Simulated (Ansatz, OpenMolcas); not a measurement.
# A ladder of methods for SiN2H5 (SMILES N[SiH]N)

SiN2H5 has 8 atoms, charge 0, and is taken as a doublet. SMILES: `N[SiH]N`. The shape is that of a PBE0-D4/def2-TZVP optimisation. This is one conformer, not always the lowest.

Quantity: the vertical ionisation energy (to the singlet cation), in eV. The values are calculated.

```json
{"level": "USVWN5/def2-SVPD", "kind": "LDA", "program": "OpenMolcas", "value (eV)": "7.07"}
{"level": "UBLYP/def2-SVPD", "kind": "GGA", "program": "OpenMolcas", "value (eV)": "6.94"}
{"level": "UM06-L/def2-SVPD", "kind": "meta-GGA", "program": "OpenMolcas", "value (eV)": "7.10"}
{"level": "UB3LYP/def2-SVPD", "kind": "global hybrid", "program": "OpenMolcas", "value (eV)": "7.26"}
{"level": "UM06-2X/def2-SVPD", "kind": "hybrid meta-GGA", "program": "OpenMolcas", "value (eV)": "7.31"}
{"level": "U-wB97M-V/def2-SVPD", "kind": "range-separated hybrid", "program": "Ansatz", "value (eV)": "7.12"}
{"level": "UHSE06/def2-SVPD", "kind": "range-separated hybrid", "program": "Ansatz", "value (eV)": "7.29"}
{"level": "UB2PLYP/def2-SVPD", "kind": "double hybrid", "program": "Ansatz", "value (eV)": "7.16"}
{"level": "RPA@PBE/def2-SVPD", "kind": "RPA", "program": "Ansatz", "value (eV)": "7.24"}
{"level": "UMP2/def2-SVPD", "kind": "perturbation theory", "program": "Ansatz", "value (eV)": "7.12"}
```

The values span 6.94 to 7.31 eV.
